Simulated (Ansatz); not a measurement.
# BNH (doublet): the correlation ladder, def2-TZVPP

An exercise on one series of results from a longer session: the logs are not shown, and one member is left open.

The runs use Ansatz 0.2.0, Gaussian basis; def2-TZVPP, core rule «outside noble gas», up to 2 orbitals frozen.

The runs, in order: UHF; ROHF; CCSD(T) on UHF.

2 further runs of the same task are left out: 2 set aside as unsound or not needed.

## What is computed

The geometry is a PBE0/def2-TZVP stationary point (not a proven minimum).

3 atoms, charge 0, spin multiplicity 2.

Atoms are counted from 1 here; the program's logs count them from 0.

Bond lengths: B1–N2 1.306 Å, B1–H3 1.174 Å. Angles: N2–B1–H3 180.0°.

Set-up of the first run:

Contents of in.yaml:

```yaml
crystal:
  periodic: [false, false, false]
  atoms:
    - {symbol: B, position_ang: [0.000000, 0.000000, 0.043923]}
    - {symbol: N, position_ang: [0.000000, 0.000000, -1.261739]}
    - {symbol: H, position_ang: [0.000000, 0.000000, 1.217815]}
basis:
  gaussian: {orbitals: def2-TZVPP}
magnetization: {spin_polarized: true, initial_magnetization: 1}
hamiltonian: {xc: hf}
output: {orbitals: {seedname: orbitals}}
```

The run is started by

```bash
$ ansatz run in.yaml --threads 1 --pin off --events-out ev --progress --plain --max-ram 4096MiB --backend cpu
```

Steps of the session up to this table: UHF; ROHF; CCSD(T) on UHF.

One table of the session follows, with a row left open; its other results are not shown here.

```
  method  from UCCSD(T) (meV)
    ROHF                    ?
     UHF              +7628.2
    UMP2               +911.3
   UCCSD               +314.1
UCCSD(T)                    0
```

**Question.** Estimate the row for ROHF.

The run gave: from UCCSD(T) (meV): +7729.2. In the column «from UCCSD(T) (meV)» it is the highest.

With the free atoms at the same levels and basis (separate runs), the atomisation energy is 8.972 eV at UCCSD(T), 6.312 eV at ROHF.
